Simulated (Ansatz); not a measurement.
## Cadmium, hcp: convergence with Fermi-Dirac smearing

Computed with Ansatz, PBE, scalar-relativistic PAW, on the relaxed cell (a = 3.001 Å, c = 5.926 Å (c/a = 1.975); spin not included). Errors count from a run at 420 eV on a Γ-centred 20×20×9 mesh with Fermi-Dirac smearing of 0.1 eV, extrapolated to zero width. Fixed here: cutoff 420 eV, mesh 12×12×6. The SCF starts from atomic densities corrected by a trained network.

```tsv
width (eV)	E(σ→0) error (meV/atom)	F error (meV/atom)	P (GPa)	SCF iterations
0.01	-5.6	-5.8	-0.07	6
0.03	-5.9	-6.4	-0.06	6
0.1	-6.2	-9.8	-0.01	6
0.2	-4.1	-22.2	0.21	6
0.3	-0.6	-46.4	0.52	6
0.6	10.2	-195.5	1.78	6
1.0	24.4	-569.1	4.06	6
```
